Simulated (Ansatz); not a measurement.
**AlSiH2 (quartet): wave-function methods side by side at distance Si1–Al2 = 1.966 Å, cc-pVDZ**

One table from this session's results is given with a row withheld; the runs are named, their logs left out.

Computed with Ansatz 0.2.0, Gaussian basis. Level: cc-pVDZ, core rule «outside noble gas», up to 10 orbitals frozen.

Plan: UHF; CCSD(T) on ROHF; CCSD(T) on UHF; BCCD(T) on ROHF; CISD; CCSDT(Q) on ROHF; CCSDT(Q) on UHF; CASSCF and MRCISD+Q, 5 electrons in 5 orbitals; CASSCF and NEVPT2, 5 electrons in 5 orbitals.

36 further runs of the same task are left out: 14 for a known fault of the program, 14 that didn't finish, 8 set aside as unsound or not needed.

**The geometry**

The geometry derives from a PBE0/def2-TZVP stationary point (not a proven minimum). One bond is set to the value named and the two fragments are kept rigid.

4 atoms, charge 0, spin multiplicity 4.

Atoms are counted from 1 here; the program's logs count them from 0.

Bond lengths: Si1–Al2 1.966 Å, Al2–H3 1.583 Å, Al2–H4 1.583 Å. Angles: Si1–Al2–H3 117.4°, Si1–Al2–H4 117.4°, H3–Al2–H4 125.2°.

As a file:

```xyz
4
AlH2Si
Si    0.0000    0.0000    1.0244
Al    0.0000    0.0000   -0.9416
H     0.0000    1.4055   -1.6702
H     0.0000   -1.4055   -1.6702
```

Set-up of the first run:

The input, in.yaml:

```yaml
crystal:
  periodic: [false, false, false]
  atoms:
    - {symbol: Si, position_ang: [0.000000, 0.000000, 1.024436]}
    - {symbol: Al, position_ang: [0.000000, 0.000000, -0.941564]}
    - {symbol: H, position_ang: [0.000000, 1.405470, -1.670214]}
    - {symbol: H, position_ang: [0.000000, -1.405470, -1.670214]}
basis:
  gaussian: {orbitals: cc-pVDZ}
magnetization: {spin_polarized: true, initial_magnetization: 3}
hamiltonian: {xc: hf}
output: {orbitals: {seedname: orbitals}}
```

The run is started by

```
ansatz run in.yaml --threads 1 --pin off --events-out ev --progress --plain --max-ram 2393MiB
```

Among the steps run: UHF; CCSD(T) on ROHF; CCSD(T) on UHF; BCCD(T) on ROHF; CISD; CCSDT(Q) on ROHF; CCSDT(Q) on UHF; CASSCF and MRCISD+Q, 5 electrons in 5 orbitals; CASSCF and NEVPT2, 5 electrons in 5 orbitals.

One of the session's tables, all rows but one given; the rest of the session is left out.

```
       method  from UCCSDT(Q) (kJ/mol)
         ROHF                        ?
          UHF                   +406.2
         RMP2                   +100.9
         UMP2                   +101.2
         CISD                    +35.5
        RCCSD                    +13.6
        UCCSD                    +13.6
     RCCSD(T)                     +3.4
     UCCSD(T)                     +3.4
      BCCD(T)                     +3.3
       RCCSDT                     +0.6
       UCCSDT                     +0.5
    RCCSDT(Q)                      0.0
    UCCSDT(Q)                        0
  CASSCF pair                   +372.0
  NEVPT2 pair                   +102.4
  MRCISD pair                    +33.8
MRCISD+Q pair                     +0.8
```

Estimate the missing values for ROHF.

The run gave: from UCCSDT(Q) (kJ/mol): +408.1. In the column «from UCCSDT(Q) (kJ/mol)» it is the highest.

Caveats from the session: Restricted and unrestricted rows rest on different reference determinants; where their highest levels disagree by more than a few hundredths of an eV, they describe different states and don't form one ladder.
